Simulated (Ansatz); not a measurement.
Basis sets compared for the cluster Mg₂Al. Total charge 0; doublet. Geometry r2SCAN-D4/def2-TZVP. Ansatz on 4 threads of AMD EPYC 7B13 on a shared host; times are rough, and most runs start from earlier orbitals.

```xyz
3

Al    1.0390    0.5297    0.9471
Mg    0.1025   -1.6749   -0.3672
Mg   -1.1415    1.1452   -0.5799
```

The structure comes from a short search, and lower isomers may exist.

Binding counts from free atoms (Al doublet, Mg singlet) in the same basis, without a counterpoise term.

| level | functions | energy (Eh) | HOMO (eV) | LUMO (eV) | binding per atom (eV) | wall time |
| --- | --- | --- | --- | --- | --- | --- |
| PBE-D4/def2-SVP | 54 | -641.9470 | -3.52 | -2.86 | 0.56 | 0.6 s |
| PBE-D4/def2-TZVP | 101 | -642.1745 | -3.50 | -2.84 | 0.55 | 0.95 s |
| r2SCAN-D4/def2-TZVP | 101 | -642.4598 | -3.78 | -2.79 | 0.57 | 4.1 s |
| PBE0-D4/def2-SVP | 54 | -641.9987 | -4.20 | -2.30 | 0.50 | 1.1 s |
| PBE0-D4/def2-TZVP (with forces) | 101 | -642.2249 | -4.19 | -2.26 | 0.49 | 4.2 s |

(1) Estimate the rows for PBE-D4/def2-TZVPD, r2SCAN-D4/def2-TZVPD, PBE0-D4/def2-TZVPD.

Results:

(1) 
```
               level  functions  energy (Eh)  HOMO (eV)  LUMO (eV)  binding per atom (eV)  wall time
   PBE-D4/def2-TZVPD        113    -642.1747      -3.51      -2.85                   0.55      1.2 s
r2SCAN-D4/def2-TZVPD        113    -642.4600      -3.78      -2.79                   0.57        5 s
  PBE0-D4/def2-TZVPD        113    -642.2251      -4.19      -2.28                   0.49      1.5 s
```
